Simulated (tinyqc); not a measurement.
Worked calculation: extended Hueckel theory, for N2. One step of it, computed by the program tinyqc.

Question. Mulliken analysis. P = C n C^T; charge = valence electrons (N 5) minus the sum of (P S)_ii on the atom; overlap population = 2 sum P_ij S_ij between two atoms.

coefficients:
```
              MO1        MO2        MO3       MO4        MO5        MO6        MO7        MO8
1N 2s    0.591428   0.592525   0.000000  0.000000  -0.228110   0.000000   0.000000   0.875748
1N 2px   0.000000   0.000000  -0.416116  0.494381   0.000000   0.789163   0.014526   0.000000
1N 2py   0.000000   0.000000   0.494381  0.416116   0.000000  -0.014526   0.789163   0.000000
1N 2pz   0.055811  -0.387673   0.000000  0.000000   0.635590   0.000000   0.000000   0.968824
2N 2s    0.591428  -0.592525   0.000000  0.000000  -0.228110   0.000000   0.000000  -0.875748
2N 2px   0.000000   0.000000  -0.416116  0.494381   0.000000  -0.789163  -0.014526   0.000000
2N 2py   0.000000   0.000000   0.494381  0.416116   0.000000   0.014526  -0.789163   0.000000
2N 2pz  -0.055811  -0.387673   0.000000  0.000000  -0.635590   0.000000   0.000000   0.968824
```

occupations: 2.000000  2.000000  2.000000  2.000000  2.000000  0.000000  0.000000  0.000000

overlap S:
```
            1N 2s    1N 2px    1N 2py     1N 2pz     2N 2s    2N 2px    2N 2py     2N 2pz
1N 2s    1.000000  0.000000  0.000000   0.000000  0.347633  0.000000  0.000000  -0.370687
1N 2px   0.000000  1.000000  0.000000   0.000000  0.000000  0.197419  0.000000   0.000000
1N 2py   0.000000  0.000000  1.000000   0.000000  0.000000  0.000000  0.197419   0.000000
1N 2pz   0.000000  0.000000  0.000000   1.000000  0.370687  0.000000  0.000000  -0.330193
2N 2s    0.347633  0.000000  0.000000   0.370687  1.000000  0.000000  0.000000   0.000000
2N 2px   0.000000  0.197419  0.000000   0.000000  0.000000  1.000000  0.000000   0.000000
2N 2py   0.000000  0.000000  0.197419   0.000000  0.000000  0.000000  1.000000   0.000000
2N 2pz  -0.370687  0.000000  0.000000  -0.330193  0.000000  0.000000  0.000000   1.000000
```

Give: charges; Overlap populations.

Answer.

charges: 1N 0.0000, 2N 0.0000

Overlap populations:
```
pair     value
2-1   1.418331
```
